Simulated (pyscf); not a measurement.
Thermochemistry of product channels of F–N(F)–F (SMILES FN(F)F) + SiH₄ (SMILES [SiH4]) on the singlet surface, in kcal/mol, from CCSD(T)/def2-TZVPP + ΔMP2(QZVPP) energies (ideal gas, 1 atm, RRHO with modes under 100 cm⁻¹ raised to 100, one conformer, R ln 2 for chiral ones without a mode under 150 cm⁻¹). Structures and frequencies: ωB97X-D3(BJ)/def2-SVP in PySCF. Correlated levels are frozen-core, on RHF or UHF. ΔMP2 is the change of the MP2 total energy from the triple- to the quadruple-zeta basis.

```json
[
 {"products": "F–SiH₃ (SMILES F[SiH3]) + F–NH–F (SMILES FNF)", "ΔE": "-78.2", "ΔH(298 K)": "-75.0", "ΔG(600 K)": "-78.7", "ΔG(900 K)": "?"},
 {"products": "HF (SMILES F) + F–N(F)–SiH₃ (SMILES FN(F)[SiH3])", "ΔE": "?", "ΔH(298 K)": "-48.7", "ΔG(600 K)": "-50.9", "ΔG(900 K)": "-52.6"}
]
```

Task: Fill in the missing entries.

Result: 
- F–SiH₃ (SMILES F[SiH3]) + F–NH–F (SMILES FNF), ΔG(900 K): -80.2
- HF (SMILES F) + F–N(F)–SiH₃ (SMILES FN(F)[SiH3]), ΔE: -50.1

These are energies of the channels, which say nothing of barriers. F–N(F)–SiH₃ lies 202.4 kcal/mol over its isomer H₂N–SiH(F)–F (electronic energy, ωB97M-D3(BJ)). The CCSD(T) − MP2 part came from Ansatz, without density fitting, on the same reference.
